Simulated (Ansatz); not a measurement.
# C₂H₄FN: up Jacob's ladder to CCSD(T)

The task here is to estimate one member of a computed series from the others.

The runs use Ansatz 0.2.0, Gaussian basis; functionals in def2-TZVPP, the program's frozen cores in correlated methods.

Levels to be run: LDA (SPW92), PBE-D4, revPBE-D4, BLYP-D4, r2SCAN-D4, B97M-V, PBE0-D4, B3LYP-D4, r2SCANh-D4, r2SCAN0-D4, HSE06-D4, BHLYP-D4, CAM-B3LYP-D4, LC-ωPBE, ωB97X-V, ωB97M-V, B2PLYP, PBE-QIDH; CCSD(T)/def2-SVP; CCSD(T)/def2-TZVPP; MP2/def2-QZVPP; extrapolation to the limit; RPA on PBE.

### The geometry

All runs share one geometry, relaxed beforehand with PBE0-D4 in a triple-zeta def2 set.

SMILES `C=NCF`, 8 atoms, charge 0, spin multiplicity 1.

Atoms are counted from 1 here; the program's logs count them from 0.

Bond lengths: C1–N2 1.259 Å, C1–H5 1.089 Å, C1–H6 1.092 Å, N2–C3 1.412 Å, C3–F4 1.386 Å, C3–H7 1.094 Å, C3–H8 1.094 Å. Angles: N2–C1–H5 118.4°, N2–C1–H6 123.6°, H5–C1–H6 118.0°, C1–N2–C3 120.4°, N2–C3–F4 115.2°, N2–C3–H7 108.7°, N2–C3–H8 108.7°, F4–C3–H7 107.4°, F4–C3–H8 107.4°, H7–C3–H8 109.4°.

Coordinates:

| atom | x (Å) | y (Å) | z (Å) |
| --- | --- | --- | --- |
| C1 | -1.23334 | 0.36979 | -0.10985 |
| N2 | -0.40072 | -0.52132 | -0.42326 |
| C3 | 0.94518 | -0.42048 | -0.00796 |
| F4 | 1.24766 | 0.70451 | 0.74343 |
| H5 | -2.26229 | 0.25878 | -0.44760 |
| H6 | -0.98004 | 1.25084 | 0.48398 |
| H7 | 1.58525 | -0.40310 | -0.89540 |
| H8 | 1.19040 | -1.29622 | 0.60075 |

The first run:

File in.yaml:

```yaml
crystal:
  periodic: [false, false, false]
  atoms:
    - {symbol: C, position_ang: [-1.233342, 0.369791, -0.109852]}
    - {symbol: N, position_ang: [-0.400718, -0.521319, -0.423259]}
    - {symbol: C, position_ang: [0.945178, -0.420484, -0.007956]}
    - {symbol: F, position_ang: [1.247664, 0.704514, 0.743434]}
    - {symbol: H, position_ang: [-2.262289, 0.258778, -0.447604]}
    - {symbol: H, position_ang: [-0.980038, 1.250841, 0.483984]}
    - {symbol: H, position_ang: [1.585247, -0.403102, -0.895400]}
    - {symbol: H, position_ang: [1.190396, -1.296217, 0.600753]}
basis:
  gaussian: {orbitals: def2-TZVPP}
hamiltonian: {xc: lda}
output: {orbitals: {seedname: orbitals}}
```

Started as:

```sh
$ ansatz run in.yaml --threads 2 --pin off --events-out ev --progress --plain --max-ram 4352MiB
```

Steps of the session up to this table: LDA; PBE-D4 (GGA); revPBE-D4 (GGA); BLYP-D4 (GGA); r2SCAN-D4 (meta-GGA); B97M-V (meta-GGA); PBE0-D4 (hybrid); B3LYP-D4 (hybrid); r2SCANh-D4 (hybrid); r2SCAN0-D4 (hybrid); HSE06-D4 (hybrid); BHLYP-D4 (hybrid); CAM-B3LYP-D4 (range-separated); LC-ωPBE (range-separated); ωB97X-V (range-separated); ωB97M-V (range-separated); B2PLYP (double hybrid); PBE-QIDH (double hybrid).

One table of the session follows, with a row left open; its other results are not shown here.

It belongs to the step «Frontier levels by functional». 

```
  functional  HOMO (eV)  gap (eV)
 LDA (SPW92)      -6.53      4.61
      PBE-D4      -6.43      4.74
   revPBE-D4      -6.38      4.78
     BLYP-D4      -6.35      4.77
   r2SCAN-D4      -6.76      5.29
      B97M-V      -6.95      5.56
     PBE0-D4      -7.97      7.40
    B3LYP-D4      -7.75      6.89
  r2SCANh-D4          ?         ?
  r2SCAN0-D4      -8.20      7.76
    HSE06-D4      -7.57      6.60
    BHLYP-D4      -9.48     10.08
CAM-B3LYP-D4      -9.45     10.04
     LC-ωPBE     -10.79     12.64
     ωB97X-V     -10.46     12.23
     ωB97M-V     -10.37     12.02
```

**Question.** Estimate the row for r2SCANh-D4.

Worked estimate for «HOMO (eV)». Against the share of exact exchange, r2SCAN-D4 (0, -6.76), r2SCAN0-D4 (0.25, -8.20) give a slope of -5.76 per unit share; at 0.1 the line stands at -7.34.

The run gave: HOMO (eV): -7.33; gap (eV): 6.28. In «HOMO (eV)» the line misses by -0.01.
